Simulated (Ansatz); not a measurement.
# O2Si: the cost of one run

Program: Ansatz 0.2.0, Gaussian basis. Level of theory: def2-QZVPP, core rule «outside noble gas», up to 7 orbitals frozen. These are calculated values, not measurements.

Plan: UHF; ROHF; CCSD(T) on UHF.

2 further runs of the same task are left out: 2 set aside as unsound or not needed.

### Step 1. The geometry

The geometry is a PBE0/def2-TZVP stationary point (not a proven minimum) of the parent state, kept for this charge and spin.

3 atoms, charge 1, spin multiplicity 2.

Atoms are counted from 1 here; the program's logs count them from 0.

Bond lengths: Si1–O2 1.578 Å, Si1–O3 1.578 Å. Angles: O2–Si1–O3 111.8°.

### Step 2. UHF

The input, in.yaml:

```yaml
crystal:
  periodic: [false, false, false]
  atoms:
    - {symbol: Si, position_ang: [0.000000, -0.471221, 0.000000]}
    - {symbol: O, position_ang: [0.000000, 0.413593, -1.306543]}
    - {symbol: O, position_ang: [0.000000, 0.413593, 1.306543]}
basis:
  gaussian: {orbitals: "def2-QZVPP.json"}
total_charge: 1
magnetization: {spin_polarized: true, initial_magnetization: 1}
hamiltonian: {xc: hf}
output: {orbitals: {seedname: orbitals}}
```

Command:

```
$ ansatz run in.yaml --threads 1 --pin off --events-out ev --progress --plain --max-ram 2393MiB
```

Q: Estimate wall time and peak memory on 1 thread of Arm Neoverse V2, shared host.

About 24 s, with a peak of 0.41 GiB.
